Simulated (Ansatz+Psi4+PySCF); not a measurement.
Two shapes of doublet CH₃F(+).

Shape 1:

```xyz
5

C     0.0004   -0.0049    0.0087
H     1.0367   -0.0025   -0.3770
H    -0.5185    0.8827   -0.3711
H    -0.5077   -0.8854   -0.3680
F    -0.0026    0.0017    1.3205
```

Shape 2:

```xyz
5

C     0.0071    0.0291   -0.0009
H     1.0151   -0.0076   -0.3451
H    -0.5262    0.8646   -0.3651
H    -0.5296   -0.9181   -0.3680
F     0.0199    0.0185    1.3428
```

Basis set: cc-pVTZ (spherical functions). Charge 1, multiplicity 2.

Computed with Ansatz (development build ahead of 0.2.0) and Psi4 1.11; each method stands on the lowest determinant of its kind that the runs found.

Question: Which shape is lower in energy, and by how much in each method?

Answer:

```json
{"method": "ROHF", "E(2) − E(1) (eV)": "-0.104"}
{"method": "UHF", "E(2) − E(1) (eV)": "-0.096"}
```

Shape 2 is lower.
